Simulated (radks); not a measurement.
# O³⁺ in [He] 2s2 2p0.75 3d0.25: an all-electron calculation

An exercise on one series of results from a longer session: the logs are not shown, and one member is left open.

Program: radks (a radial shooting solver on a logarithmic mesh, Libxc functionals) version 1. Level of theory: non-relativistic Kohn-Sham, r2SCAN, spin-unpolarised, spherical densities, point nucleus. These are calculated values, not measurements, unless marked.

## The system

- element: oxygen (Z = 8)
- charge: +3
- electrons: 5
- configuration: [He] 2s2 2p0.75 3d0.25

Set-up of the first run:

The run's settings:

```text
Z 8
configuration [He] 2s2 2p0.75 3d0.25 3s0 3p0 4d0 4f0
relativity non-relativistic
functional r2scan,r2scan
spin unpolarised
nucleus point
```

Steps of the session up to this table: Self-consistent calculation.

One table of the session follows, with a row left open; its other results are not shown here.

It belongs to the step «Shells». From the orbitals of this run (lengths in bohr):

| level | <r> | outermost maximum (interpolated) | 90 % within | nodes |
| --- | --- | --- | --- | --- |
| 1s | 0.1986 | 0.129 | 0.355 | 0 |
| 2s | ? | ? | ? | ? |
| 2p | 0.9131 | 0.706 | 1.49 | 0 |
| 3s | 2.756 | 2.52 | 4.00 | 2 |
| 3p | 2.899 | 2.64 | 4.26 | 1 |
| 3d | 2.797 | 2.40 | 4.29 | 0 |
| 4f | 5.153 | 4.54 | 7.46 | 0 |

**Question.** Estimate the row for 2s.

**Answer.** <r>: 0.9686; outermost maximum (interpolated): 0.804; 90 % within: 1.50; nodes: 1. In the column «<r>» it lies between 2p (0.9131) and 3s (2.756).
